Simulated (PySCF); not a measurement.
# C3H8NO+ (SMILES [NH3+]C1CCO1): levels of theory compared

Wanted: a comparison of 6 runs (HF/STO-3G, HF/3-21G, B3LYP/STO-3G, B3LYP/6-31G*, PBE/6-31G**, PBE0/def2-SVP) of C3H8NO+. The job is set up through a Python script.

The results are computed with PySCF 2.14.0.

## 1. The structure to begin with

C3H8NO+ has 13 atoms, charge +1, and is taken as a singlet. SMILES: `[NH3+]C1CCO1`. Geometry: relaxed at GFN2-xTB.

Bond lengths: N1–C2 1.534 Å, C2–C3 1.525 Å, C3–C4 1.538 Å, C2–O5 1.383 Å, C4–O5 1.447 Å, N1–H6 1.030 Å, N1–H7 1.028 Å, N1–H8 1.030 Å, C2–H9 1.095 Å, C3–H10 1.086 Å, C3–H11 1.086 Å, C4–H12 1.090 Å, C4–H13 1.088 Å. Some angles: N1–C2–C3 114.2°, N1–C2–O5 108.7°, C3–C2–O5 92.9°, C2–C3–C4 84.2°, C3–C4–O5 89.9°, C2–O5–C4 93.0°, N1–C2–H9 106.4°, C3–C2–H9 119.2°, O5–C2–H9 114.7°, C2–N1–H6 108.6°.

## 2. Energy and forces at HF/STO-3G (run 1)

geometry.xyz

```xyz
13

N     -1.645250     0.063790     0.030070
C     -0.235850     0.661760    -0.057400
C      0.779820    -0.229600    -0.764040
C      1.407610    -0.357040     0.634630
O      0.384210     0.515480     1.169950
H     -2.189720     0.603650     0.718160
H     -2.127540     0.077120    -0.877380
H     -1.579900    -0.904290     0.376910
H     -0.359100     1.698930    -0.387850
H      1.396230     0.279770    -1.498390
H      0.390790    -1.149080    -1.192440
H      1.382320    -1.343540     1.097980
H      2.396370     0.083050     0.749810
```

run.py

```python
import pyscf.grad
from pyscf import gto, scf

mol = gto.M(
    atom='geometry.xyz',
    charge=1,
    spin=0,
    max_memory=1860,
    basis='sto-3g',
    verbose=4,
)

mf = scf.RHF(mol)
mf.conv_tol = 1e-10
mf.kernel()
if not mf.converged:
    mf = mf.newton().run(mf.mo_coeff, mf.mo_occ)

energy = mf.e_tot
print('Final energy', energy)
grad = mf.Gradients().kernel()
mf.analyze()
```

Command:

```bash
OMP_NUM_THREADS=1 python run.py
```

Log:

```text
PySCF version 2.14.0

[... 67 lines left out ...]
converged SCF energy = -244.279269388284
[... 21 lines left out ...]
MO #1   energy= -20.4903466767407  occ= 2
[... 7 lines left out ...]
MO #9   energy= -1.10853989182331  occ= 2
[... 7 lines left out ...]
MO #17  energy= -0.695493893681292 occ= 2
[... 7 lines left out ...]
MO #25  energy= 0.348086225953401  occ= 0
[... 7 lines left out ...]
MO #33  energy= 0.651557602217328  occ= 0
[... 50 lines left out ...]
WARN: System has nonzero charge 1; the dipole moment is origin-dependent.
Location of origin: [0. 0. 0.]

Dipole moment(X, Y, Z, Debye): -5.39833, -0.37372, -1.19976
```

Wall time 3.3 s (1 thread of Intel Xeon at 2.70GHz, shared host); peak memory 0.12 GiB.

## 3. Energy and forces at HF/3-21G (run 2)

calc.py

```python
import pyscf.grad
from pyscf import gto, scf

mol = gto.M(
    atom='''
N     -1.645250     0.063790     0.030070
C     -0.235850     0.661760    -0.057400
C      0.779820    -0.229600    -0.764040
C      1.407610    -0.357040     0.634630
O      0.384210     0.515480     1.169950
H     -2.189720     0.603650     0.718160
H     -2.127540     0.077120    -0.877380
H     -1.579900    -0.904290     0.376910
H     -0.359100     1.698930    -0.387850
H      1.396230     0.279770    -1.498390
H      0.390790    -1.149080    -1.192440
H      1.382320    -1.343540     1.097980
H      2.396370     0.083050     0.749810
''',
    max_memory=1860,
    charge=1,
    verbose=4,
    basis='3-21g',
)

myscf = scf.RHF(mol)
myscf.conv_tol = 1e-10
myscf.kernel()
if not myscf.converged:
    myscf = myscf.newton().run(myscf.mo_coeff, myscf.mo_occ)

e_tot = myscf.e_tot
print('E = %.10f Eh' % e_tot)
grad = myscf.Gradients().kernel()
myscf.analyze()
```

Command:

```bash
OMP_NUM_THREADS=1 python calc.py
```

Log:

```text
PySCF version 2.14.0

[... 89 lines left out ...]
MO #1   energy= -20.654067813444   occ= 2
[... 11 lines left out ...]
MO #13  energy= -0.896184496227818 occ= 2
[... 11 lines left out ...]
MO #25  energy= 0.100532731475234  occ= 0
[... 11 lines left out ...]
MO #37  energy= 0.790356546338799  occ= 0
[... 11 lines left out ...]
MO #49  energy= 1.18409210178597   occ= 0
[... 11 lines left out ...]
MO #61  energy= 3.55948981596243   occ= 0
[... 78 lines left out ...]
WARN: System has nonzero charge 1; the dipole moment is origin-dependent.
Location of origin: [0. 0. 0.]

Dipole moment(X, Y, Z, Debye): -4.68061, -0.63154, -1.97895
```

It took 2.9 s on 1 thread of Intel Xeon at 2.70GHz, shared host; peak memory 0.13 GiB.

Runs 3 to 5 aren't shown in full; the table further down has their settings and results.

## 4. Energy and gradient at PBE0/def2-SVP (run 6)

input.py

```python
import pyscf.grad
from pyscf import gto, dft

mol = gto.M(
    atom=[
    ('N', (-1.645250, 0.063790, 0.030070)),
    ('C', (-0.235850, 0.661760, -0.057400)),
    ('C', (0.779820, -0.229600, -0.764040)),
    ('C', (1.407610, -0.357040, 0.634630)),
    ('O', (0.384210, 0.515480, 1.169950)),
    ('H', (-2.189720, 0.603650, 0.718160)),
    ('H', (-2.127540, 0.077120, -0.877380)),
    ('H', (-1.579900, -0.904290, 0.376910)),
    ('H', (-0.359100, 1.698930, -0.387850)),
    ('H', (1.396230, 0.279770, -1.498390)),
    ('H', (0.390790, -1.149080, -1.192440)),
    ('H', (1.382320, -1.343540, 1.097980)),
    ('H', (2.396370, 0.083050, 0.749810)),
],
    verbose=4,
    charge=1,
    basis='def2-svp',
    max_memory=1860,
)

calc0 = dft.RKS(mol)
calc0.xc = 'pbe0'
calc0.grids.level = 5
calc0.conv_tol = 1e-10
calc0.kernel()
if not calc0.converged:
    calc0 = calc0.newton().run(calc0.mo_coeff, calc0.mo_occ)

etot = calc0.e_tot
print('E(%s) = %.9f' % ('PBE0', etot))
grad = calc0.Gradients().kernel()
calc0.analyze()
```

Command:

```bash
OMP_NUM_THREADS=1 python input.py
```

Log:

```text
PySCF version 2.14.0

[... 112 lines left out ...]
MO #10  energy= -0.815796295109026 occ= 2
[... 19 lines left out ...]
MO #30  energy= 0.00924007877458077 occ= 0
[... 19 lines left out ...]
MO #50  energy= 0.54188474843855   occ= 0
[... 19 lines left out ...]
MO #70  energy= 1.51314235454947   occ= 0
[... 19 lines left out ...]
MO #90  energy= 2.1292918762842    occ= 0
[... 19 lines left out ...]
MO #110 energy= 3.35367811934342   occ= 0
[... 127 lines left out ...]
WARN: System has nonzero charge 1; the dipole moment is origin-dependent.
Location of origin: [0. 0. 0.]

Dipole moment(X, Y, Z, Debye): -4.77366, -0.45552, -1.42563
```

It took 98 s on 1 thread of Intel Xeon at 2.70GHz, shared host; peak memory 1.1 GiB.

## 5. Overview of the runs

```csv
run,level,integration grid,Cartesian functions,energy (Eh),HOMO energy (eV),LUMO energy (eV),HOMO–LUMO gap (eV),wall time
1,HF/STO-3G,–,no,-244.279269,-15.11,6.65,21.76,3.3 s
2,HF/3-21G,–,no,-245.932723,-16.73,0.22,16.95,2.9 s
3,B3LYP/STO-3G,5,no,-245.693612,-10.17,0.24,10.42,18 s
4,B3LYP/6-31G* (Cartesian functions),5,yes,-248.819750,-12.53,-4.51,8.02,72 s
5,PBE/6-31G** (spherical functions),5,no,-248.523233,-11.16,-5.08,6.08,57 s
6,PBE0/def2-SVP,5,no,-248.357756,-12.90,-4.44,8.47,98 s
```

## 6. Outcome

| quantity | value |
| --- | --- |
| run 6: total energy | -248.35776 Eh |
| run 6: HOMO energy | -12.90 eV |
| run 6: LUMO energy | -4.44 eV |
| run 6: HOMO–LUMO gap | 8.47 eV |
| run 6: largest force on an atom | 0.750 eV/Å |

What this shows: The HOMO–LUMO gap runs from 6.08 eV (PBE/6-31G**) to 21.76 eV (HF/STO-3G). The two ends differ in method and basis. Totals of different functionals can't be ranked against each other. In runs 1, 3 the basis is minimal, so the values are rough. All runs together took 4.2 min, the longest 98 s.
